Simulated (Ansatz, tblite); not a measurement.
Removing an electron: the cluster Al2H4⁻ (the lowest doublet isomer of a short search). The state is a doublet with charge -1. Geometry: r2SCAN-D4/def2-TZVPD. Ansatz, gas phase; energy differences of separate SCF runs; the oxidised species is a singlet (the triplet lies 2.04 eV higher at PBE0-D4/def2-TZVPD).

Cartesian coordinates in Å:
```
Al 0.961 -0.576 -0.544
Al -0.960 0.576 0.544
H -0.871 2.004 1.320
H 2.487 -0.013 -0.580
H 0.870 -2.003 -1.321
H -2.486 0.011 0.580
```

The xTB rows come from tblite. Correlated methods freeze 10 core orbitals. The structure comes from a short search, and lower isomers may exist.

Question: Estimate orbital energies and vertical ionisation energies at: GFN1-xTB; GFN2-xTB; HF/def2-TZVPPD; PBE-D4/def2-TZVPD; r2SCAN-D4/def2-TZVPD; PBE0-D4/def2-TZVPD; MP2/def2-TZVPPD; CCSD/def2-TZVPPD; CCSD(T)/def2-TZVPPD.

Answer: 
| level | −HOMO (eV) | vertical IE (eV) | −LUMO (eV) | HOMO–LUMO gap (eV) | remarks |
| --- | --- | --- | --- | --- | --- |
| GFN1-xTB | – | 3.54 | – | – | – |
| GFN2-xTB | – | 4.31 | – | – | – |
| HF/def2-TZVPPD | – | 0.87 | – | – | – |
| PBE-D4/def2-TZVPD | -0.70 | 1.65 | -1.64 | 0.93 | HOMO above zero (-1 doublet) |
| r2SCAN-D4/def2-TZVPD | -0.48 | 1.70 | -1.99 | 1.50 | HOMO above zero (-1 doublet) |
| PBE0-D4/def2-TZVPD | -0.05 | 1.60 | -2.36 | 2.31 | HOMO above zero (-1 doublet) |
| MP2/def2-TZVPPD | – | 1.31 | – | – | – |
| CCSD/def2-TZVPPD | – | 1.34 | – | – | – |
| CCSD(T)/def2-TZVPPD | – | 1.40 | – | – | – |

  A HOMO above zero means that the electron is unbound at that level or that self-interaction error raises the level; the energy of removing that electron tells which. HOMO and LUMO are the levels of the spin that leaves or enters (xTB has no such levels and no spin-polarisation term). Other spin states of the ions may lie lower, which would lower the ionisation energy or raise the affinity. Raw xTB energy differences between charge states are shifted by several eV; the methods need an empirical correction for them.
